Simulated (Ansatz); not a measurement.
# BH₅OSi (SMILES B[SiH2]O): one structure at several levels

The task here is to estimate one member of a computed series from the others.

Program: Ansatz 0.2.0, Gaussian basis. Level of theory: single points in def2-TZVPP. These are calculated values, not measurements.

Correlated methods freeze the cores.

## Starting geometry

SMILES `B[SiH2]O`, 8 atoms, charge 0, spin multiplicity 1.

Atoms are counted from 1 here; the program's logs count them from 0.

Bond lengths: B1–Si2 2.014 Å, B1–H4 1.122 Å, B1–H5 1.141 Å, Si2–O3 1.672 Å, Si2–H6 1.425 Å, Si2–H7 1.528 Å, O3–H8 1.000 Å. Angles: Si2–B1–H4 125.7°, Si2–B1–H5 117.8°, H4–B1–H5 116.4°, B1–Si2–O3 112.8°, B1–Si2–H6 117.5°, B1–Si2–H7 111.8°, O3–Si2–H6 100.7°, O3–Si2–H7 106.3°, H6–Si2–H7 106.7°, Si2–O3–H8 121.5°.

As a file:

| atom | x (Å) | y (Å) | z (Å) |
| --- | --- | --- | --- |
| B1 | -0.9889 | 0.6290 | -0.8011 |
| Si2 | 0.6184 | 0.1327 | 0.3071 |
| O3 | 0.3644 | -1.2305 | 1.2408 |
| H4 | -1.8447 | -0.0503 | -1.0555 |
| H5 | -1.0304 | 1.6823 | -1.2376 |
| H6 | 1.0437 | 1.0594 | 1.3026 |
| H7 | 1.8380 | -0.1642 | -0.5648 |
| H8 | 0.0226 | -2.0812 | 0.8407 |

Set-up of the first run:

run/in.yaml reads:

```yaml
crystal:
  periodic: [false, false, false]
  atoms:
    - {symbol: B, position_ang: [-0.988900, 0.629000, -0.801100]}
    - {symbol: Si, position_ang: [0.618400, 0.132700, 0.307100]}
    - {symbol: O, position_ang: [0.364400, -1.230500, 1.240800]}
    - {symbol: H, position_ang: [-1.844700, -0.050300, -1.055500]}
    - {symbol: H, position_ang: [-1.030400, 1.682300, -1.237600]}
    - {symbol: H, position_ang: [1.043700, 1.059400, 1.302600]}
    - {symbol: H, position_ang: [1.838000, -0.164200, -0.564800]}
    - {symbol: H, position_ang: [0.022600, -2.081200, 0.840700]}
basis:
  gaussian: {orbitals: def2-TZVPP}
correlation: {method: ccsd_t}
output: {forces: true}
```

The command line of these runs was not kept.

Among the steps run: CCSD(T)/def2-TZVPP; PBE0-D4/def2-TZVPP; wB97M-V/def2-TZVPP; r2SCAN-D4/def2-TZVPP; PBE-D4/def2-TZVPP; r2SCAN0-D4/def2-TZVPP; wB97X-V/def2-TZVPP.

One of the session's tables, all rows but one given; the rest of the session is left out.

```
    method  RMS force component (eV/Å)  angle to CCSD(T) forces (°)  dipole (D)
   CCSD(T)                       1.004                    reference        1.64
   PBE0-D4                       1.034                          4.4        1.61
   wB97M-V                       0.974                          3.1        1.65
 r2SCAN-D4                           ?                            ?           ?
    PBE-D4                       0.989                         11.9        1.48
r2SCAN0-D4                       1.051                          7.1        1.66
   wB97X-V                       1.026                          2.2        1.68
```

Estimate the missing values for r2SCAN-D4.

The run gave: RMS force component (eV/Å): 1.004; angle to CCSD(T) forces (°): 5.1; dipole (D): 1.57.
